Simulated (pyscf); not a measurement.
H₂P–GeH₂–PH₂ + hydrogen (H₂) -> H₂P–GeH₃ + PH₃ (four-centre exchange; singlet surface; Ge–P, H–H broken, Ge–H, H–P formed). Single points on ωB97X-D3(BJ)/def2-SVP structures (PySCF, gas phase). Energies in kJ/mol from the separated reactants.

| level | barrier | reaction energy |
|---|---|---|
| ωB97X-D3(BJ)/def2-TZVP | 271.5 | +20.3 |
| r²SCAN/def2-TZVP | 241.0 | +11.5 |
| B3LYP-D3(BJ)/def2-TZVP | 251.8 | +9.8 |
| PBE0-D3(BJ)/def2-TZVP | (withheld) | (withheld) |
| M06-2X/def2-TZVP | (withheld) | +13.3 |
| ωB97M-D3(BJ)/def2-TZVP | 265.3 | +3.0 |

Q: Some entries are withheld; supply them.

A: 
- PBE0-D3(BJ)/def2-TZVP, barrier: 240.7
- PBE0-D3(BJ)/def2-TZVP, reaction energy: +12.8
- M06-2X/def2-TZVP, barrier: 266.9

The functionals in the table span 30.8 kJ/mol in this barrier, from PBE0-D3(BJ) to ωB97X-D3(BJ)/def2-TZVP. This is the saddle that the search found; another between the same sides may lie lower. Elements up to Kr have no core potential and no relativistic terms here.
